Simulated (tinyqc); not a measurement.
A ladder of methods, and size consistency: correlation methods against full CI in the sto-3g basis, for H2O, spin multiplicity 1. Computed by the program tinyqc with PySCF. All electrons correlated; +Q is the Davidson correction (1 - c0^2) E_corr. The last columns treat two copies 100 angstrom apart as one system. FCI is the lowest singlet.

Geometry (angstrom):
```
atom       x        y       z
O     0.0000   0.0000  0.0000
H     0.0000   0.7560  0.5730
H     0.0000  -0.7580  0.5750
```

RHF energy of one = -74.961358 hartree

Correlation energies (hartree):
```
method   E_corr of one  share of FCI (%)  E_corr of two at 100 angstrom  two minus twice one (mhartree)
MP2           -0.03475            71.808                       -0.06950                           0.000
CISD          -0.04772            98.620                       -0.09321                           2.236
CISD+Q        -0.04890           101.046                       -0.09747                           0.324
CCSD          -0.04827            99.762                       -0.09655                           0.000
CCSD(T)       -0.04834            99.902                       -0.09669                           0.000
FCI           -0.04839           100.000                              -                               -
```

What does the comparison show, and why?

MP2 recovers 72 %, CISD 98.6 % and CCSD 99.8 % of the FCI value (c0^2 = 0.975 in CISD). MP2 and coupled cluster are size consistent, so their last column vanishes; CISD loses 2.24 mhartree, since a double excitation on each copy is a quadruple of the pair, and the Davidson correction leaves +0.32.
